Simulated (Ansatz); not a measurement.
# CH₃BF− (SMILES B[CH-]F): one structure at several levels

An exercise on one series of results from a longer session: the logs are not shown, and one member is left open.

Method: single points in def2-TZVPPD; program: Ansatz 0.2.0, Gaussian basis.

Cores are frozen in the correlated methods.

## The system as given

SMILES `B[CH-]F`, 6 atoms, charge -1, spin multiplicity 1.

Atoms are counted from 1 here; the program's logs count them from 0.

Bond lengths: B1–C2 1.449 Å, B1–H4 1.250 Å, B1–H5 1.003 Å, C2–F3 1.423 Å, C2–H6 1.166 Å. Angles: C2–B1–H4 94.7°, C2–B1–H5 126.3°, H4–B1–H5 138.5°, B1–C2–F3 119.8°, B1–C2–H6 122.3°, F3–C2–H6 117.2°.

Geometry (Å):

```
atom    x (Å)    y (Å)    z (Å)
  B1  -0.4464   0.0743  -0.7006
  C2   0.3911  -0.0622   0.4742
  F3   0.8264   1.0993   1.1719
  H4  -0.7091  -1.1449  -0.7813
  H5  -0.7403   0.9351  -1.1229
  H6   0.8647  -1.0810   0.7864
```

The first run:

File run/in.yaml:

```yaml
crystal:
  periodic: [false, false, false]
  atoms:
    - {symbol: B, position_ang: [-0.446400, 0.074300, -0.700600]}
    - {symbol: C, position_ang: [0.391100, -0.062200, 0.474200]}
    - {symbol: F, position_ang: [0.826400, 1.099300, 1.171900]}
    - {symbol: H, position_ang: [-0.709100, -1.144900, -0.781300]}
    - {symbol: H, position_ang: [-0.740300, 0.935100, -1.122900]}
    - {symbol: H, position_ang: [0.864700, -1.081000, 0.786400]}
basis:
  gaussian: {orbitals: "def2-TZVPPD.json"}
total_charge: -1
correlation: {method: ccsd_t}
output: {forces: true}
```

The basis file named in the input lies beside it (Basis Set Exchange, JSON).

The command line of these runs was not kept.

Steps of the session up to this table: CCSD(T)/def2-TZVPPD; PBE0-D4/def2-TZVPPD; wB97M-V/def2-TZVPPD; r2SCAN-D4/def2-TZVPPD; PBE-D4/def2-TZVPPD; BLYP-D4/def2-TZVPPD; wB97X-V/def2-TZVPPD.

One of the session's tables, all rows but one given; the rest of the session is left out.

```
   method  RMS force component (eV/Å)  angle to CCSD(T) forces (°)
  CCSD(T)                       2.897                    reference
  PBE0-D4                       2.950                          3.2
  wB97M-V                       2.926                          3.7
r2SCAN-D4                       2.910                          2.9
   PBE-D4                       2.882                          2.9
  BLYP-D4                       2.838                          4.7
  wB97X-V                           ?                            ?
```

Q: Estimate the row for wB97X-V from the others.

**Answer.** RMS force component (eV/Å): 2.988; angle to CCSD(T) forces (°): 3.1. In the column «RMS force component (eV/Å)» it is the highest.

Caveats from the session: The anion's highest level is positive in at least one run, so there the basis alone may hold the extra electron.
